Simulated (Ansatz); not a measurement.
Results of PBEsol (Ansatz, a first-principles code, plane waves, PAW) for rock-salt SnTe (cubic form, which distorts at low temperature).

Settings: plane-wave cutoff 520 eV, 20×20×20 k mesh, scalar-relativistic PAW data made under PBE.

Computed at the level's own relaxed cell.

Task: What does this level give for the Young modulus, Voigt–Reuss–Hill bulk modulus, elastic constant C11, Poisson ratio, elastic constant C44 and elastic constant C12?

Result: 
* **Young modulus**: 77.1 GPa
* **Voigt–Reuss–Hill bulk modulus**: 47.2 GPa
* **elastic constant C11**: 138 GPa
* **Poisson ratio**: 0.228
* **elastic constant C44**: 17.6 GPa
* **elastic constant C12**: 1.88 GPa

Measured, for comparison: elastic constant C11 109 GPa, elastic constant C44 9.69 GPa, elastic constant C12 2.1 GPa (temperature not stated, no zero-point or thermal correction; as tabulated in Oses et al. (2018), arXiv:1811.08464). Computed (rounded) less measured: elastic constant C11 +27 %, elastic constant C44 +82 %, elastic constant C12 -10 %.

Note: symmetry holds this phase in the static calculation, where it need not be a minimum.

Elastic constants are with the ions relaxed.

Spin–orbit coupling is not included.

Computed values are for the static lattice.

It cost around 8 core-minutes (rough) of CPU time.
